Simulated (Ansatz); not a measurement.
Geometry optimisation, Ansatz, RKS PBE0/def2-SVP.

input.yaml

```yaml
crystal:
  periodic: [false, false, false]
  atoms:
    - { symbol: B, position_ang: [0.330416, -0.00449, -0.067995] }
    - { symbol: C, position_ang: [0.675122, -0.042042, 1.472911] }
    - { symbol: H, position_ang: [-0.143949, -0.262677, 2.17411] }
    - { symbol: H, position_ang: [1.519865, -0.723884, 1.670985] }
    - { symbol: H, position_ang: [1.055351, 0.969197, 1.718185] }
    - { symbol: H, position_ang: [1.303713, 0.094395, -0.761396] }
    - { symbol: C, position_ang: [-1.11091, -0.007962, -0.676415] }
    - { symbol: H, position_ang: [-1.669572, -0.905698, -0.351144] }
    - { symbol: H, position_ang: [-1.690089, 0.841967, -0.270837] }
    - { symbol: H, position_ang: [-1.146047, 0.041195, -1.773805] }
basis:
  gaussian: { orbitals: def2-SVP }
hamiltonian:
  xc: pbe0
relax:
  f_tol: 0.03
  max_steps: 50
```

Launched with:

```bash
$ ansatz run input.yaml --threads 1 --pin off --max-ram 2048MiB --backend cpu --events-out ev --progress --plain --runs-dir out
```

Q: Where does it end, and by what steps?

A: It converged. The force dipped under the threshold on the way, but the program's further checks kept it going. After 16 steps the energy has fallen by 0.042 eV; H8 moved furthest, 0.50 Å.

| step | energy less start (eV) | largest force component (eV/Å) | accepted |
| --- | --- | --- | --- |
| 0 | 0.0000 | 0.673 | yes |
| 1 | -0.0201 | 0.260 | yes |
| 2 | -0.0227 | 0.134 | yes |
| 3 | -0.0236 | 0.036 | yes |
| 4 | -0.0239 | 0.051 | yes |
| 5 | -0.0243 | 0.047 | yes |
| 6 | -0.0229 | 0.172 | no |
| 7 | -0.0248 | 0.032 | yes |
| 8 | -0.0250 | 0.114 | yes |
| 9 | -0.0261 | 0.102 | yes |
| 10 | -0.0331 | 0.028 | yes |
| 11 | -0.0359 | 0.063 | yes |
| 12 | -0.0357 | 0.279 | no |
| 13 | -0.0389 | 0.052 | yes |
| 14 | -0.0403 | 0.140 | yes |
| 15 | -0.0407 | 0.145 | yes |
| 16 | -0.0424 | 0.016 | yes |

```xyz
10
Properties=species:S:1:pos:R:3
B 0.338 -0.084 -0.049
C 0.672 0.035 1.475
H -0.194 -0.005 2.152
H 1.443 -0.679 1.806
H 1.137 1.035 1.595
H 1.259 -0.288 -0.819
C -1.106 0.029 -0.637
H -1.427 -1.024 -0.778
H -1.847 0.498 0.027
H -1.151 0.483 -1.638
```

Whether the end is a true minimum wasn't checked by a vibrational analysis.

The run took 20 s on 1 thread of Intel(R) Xeon(R) 6975P-C (Granite Rapids), on a shared host, peak memory 0.17 GiB.
